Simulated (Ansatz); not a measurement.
**C2H8Si (dimethylsilane) at MP2/def2-SVP**

Aim: the energy change on altering one bond length of C2H8Si (dimethylsilane) at MP2/def2-SVP, from 2 runs. 

The results are computed with Ansatz 0.2.0.

50 further runs of the same task are left out: 50 set aside as unsound or not needed.

## Step 1: Starting point

C2H8Si has 11 atoms, charge 0, and is taken as a singlet. SMILES: `C[SiH2]C`. The shape is that of a PBE0-D4/def2-TZVP optimisation.

Bond lengths: C1–Si2 1.872 Å, Si2–C3 1.872 Å, C1–H4 1.092 Å, C1–H5 1.093 Å, C1–H6 1.093 Å, Si2–H7 1.491 Å, Si2–H8 1.491 Å, C3–H9 1.093 Å, C3–H10 1.092 Å, C3–H11 1.093 Å. Some angles: C1–Si2–C3 111.5°, C1–Si2–H7 109.5°, C1–Si2–H8 109.5°, C3–Si2–H7 109.5°, C3–Si2–H8 109.5°, Si2–C1–H4 111.0°, Si2–C1–H5 110.9°, Si2–C1–H6 110.9°, Si2–C3–H9 110.9°, Si2–C3–H10 111.0°.

## Step 2: A single-point energy at MP2/def2-SVP

File input.yaml:

```yaml
crystal:
  periodic: [false, false, false]
  atoms:
    - {symbol: C, position_ang: [-1.050200, 0.967200, -0.661200]}
    - {symbol: Si, position_ang: [-0.309200, -0.653200, -0.087600]}
    - {symbol: C, position_ang: [1.346600, -0.392300, 0.745700]}
    - {symbol: H, position_ang: [-2.015800, 0.806900, -1.146100]}
    - {symbol: H, position_ang: [-0.391700, 1.464600, -1.377800]}
    - {symbol: H, position_ang: [-1.204900, 1.644900, 0.182100]}
    - {symbol: H, position_ang: [-0.139900, -1.564200, -1.256100]}
    - {symbol: H, position_ang: [-1.245100, -1.319300, 0.863300]}
    - {symbol: H, position_ang: [2.058200, 0.075200, 0.060400]}
    - {symbol: H, position_ang: [1.772600, -1.342000, 1.077400]}
    - {symbol: H, position_ang: [1.244800, 0.255200, 1.620300]}
basis:
  gaussian:
    orbitals: def2-SVP
correlation:
  method: mp2
  frozen_orbitals: {C: 1, H: 0, Si: 5}
accuracy: high
```

Launch:

```console
$ ansatz run input.yaml --threads 1 --pin off --max-ram 3480MiB --events-out events.jsonl --progress --plain --runs-dir runs
```

Log:

```text
Warning: RAYON_NUM_THREADS=1 ignored (pool sized by the plan → 1); use --threads N
Functional definition: HF
  name "HF"
  exchange = exact_x
  correlation = 0
2062 factors; integrals over basis functions are off by at most 3.6e-9 eV
mean field evaluation 1: about -10044.0268 eV, gradient 2.7e1 eV
mean field evaluation 2: about -10044.0312 eV, gradient 2.7e1 eV
mean field evaluation 4: about -10046.2098 eV, gradient 2.4e0 eV
mean field evaluation 8: about -10046.2337 eV, gradient 7.2e-6 eV
mean field -10046.23373558 eV, -369.1922802006 hartree, gradient 6.0e-8 eV, S^2 0.000000; 0 other end points of the search recorded, 0 dependent functions left out
7 core orbitals not correlated: weight in the atoms' cores, before any rotation towards them, 1.000 or more for the frozen orbitals, at most 0.000 for the correlated occupied ones
reference -10046.23373558 eV, -369.1922802006 hartree; 10, 10 occupied and 69, 69 virtual orbitals, 2062 factors
second order -10.88081479 eV of doubles, -0.00000000 eV of singles
Total energy: -10057.11455037 eV, -369.5921427690 hartree
```

It took 2.7 s on 1 thread of Arm Neoverse V2, shared host; peak memory 0.23 GiB.

## Step 3: The distorted shape

File job.yaml:

```yaml
crystal:
  periodic: [false, false, false]
  atoms:
    - {symbol: C, position_ang: [-0.926435, 0.425019, -1.335867]}
    - {symbol: Si, position_ang: [-0.185435, -1.195381, -0.762267]}
    - {symbol: C, position_ang: [1.470365, -0.934481, 0.071033]}
    - {symbol: H, position_ang: [-1.892035, 0.264719, -1.820767]}
    - {symbol: H, position_ang: [-0.267935, 0.922419, -2.052467]}
    - {symbol: H, position_ang: [-1.204900, 1.644900, 0.182100]}
    - {symbol: H, position_ang: [-0.016135, -2.106381, -1.930767]}
    - {symbol: H, position_ang: [-1.121335, -1.861481, 0.188633]}
    - {symbol: H, position_ang: [2.181965, -0.466981, -0.614267]}
    - {symbol: H, position_ang: [1.896365, -1.884181, 0.402733]}
    - {symbol: H, position_ang: [1.368565, -0.286981, 0.945633]}
basis:
  gaussian:
    orbitals: def2-SVP
correlation:
  method: mp2
  frozen_orbitals: {C: 1, H: 0, Si: 5}
accuracy: high
```

Launch:

```console
$ ansatz run job.yaml --threads 1 --pin off --max-ram 3480MiB --events-out events.jsonl --progress --plain --runs-dir runs
```

Log:

```text
Warning: RAYON_NUM_THREADS=1 ignored (pool sized by the plan → 1); use --threads N
Functional definition: HF
  name "HF"
  exchange = exact_x
  correlation = 0
2055 factors; integrals over basis functions are off by at most 3.9e-9 eV
mean field evaluation 1: about -10039.7666 eV, gradient 2.7e1 eV
mean field evaluation 2: about -10039.8250 eV, gradient 2.7e1 eV
mean field evaluation 4: about -10042.3372 eV, gradient 3.0e0 eV
mean field evaluation 8: about -10042.3885 eV, gradient 3.9e-4 eV
mean field -10042.38852748 eV, -369.0509714093 hartree, gradient 1.5e-8 eV, S^2 0.000000; 0 other end points of the search recorded, 0 dependent functions left out; unrestricted orbitals would lower it
mean field evaluation 16: about -10042.8540 eV, gradient 1.2e0 eV
7 core orbitals not correlated: weight in the atoms' cores, before any rotation towards them, 1.000 or more for the frozen orbitals, at most 0.000 for the correlated occupied ones
reference -10042.38852748 eV, -369.0509714093 hartree; 10, 10 occupied and 69, 69 virtual orbitals, 2055 factors
second order -11.12927126 eV of doubles, -0.00000000 eV of singles
Total energy: -10053.51779874 eV, -369.4599645846 hartree
```

It took 3 s on 1 thread of Arm Neoverse V2, shared host; peak memory 0.23 GiB.

## Step 4: Summary of results

Level: MP2/def2-SVP, 7 core orbitals frozen.

| quantity | value |
| --- | --- |
| first shape: total energy | -369.59214 Eh |
| first shape: correlation energy (7 core orbitals frozen) | -399.9 mEh |
| distorted shape: total energy | -369.45996 Eh |
| distorted shape: correlation energy (7 core orbitals frozen) | -409.0 mEh |
| energy change with the C1–H6 bond stretched from 1.093 to 1.967 Å | 3.597 eV |

What this shows: One bond (distorted shape) is far stretched, which a spin-restricted single reference describes badly; perturbation theory on it can break down and give far too much correlation. With the C1–H6 bond stretched from 1.093 to 1.967 Å the energy rises by 3.60 eV (83 kcal/mol). The first shape isn't relaxed at this level, so the change isn't measured from a minimum. A restricted reference can't describe the breaking bond well at this length. The restricted solution (distorted shape) is unstable to spin breaking: an unrestricted one lies lower.
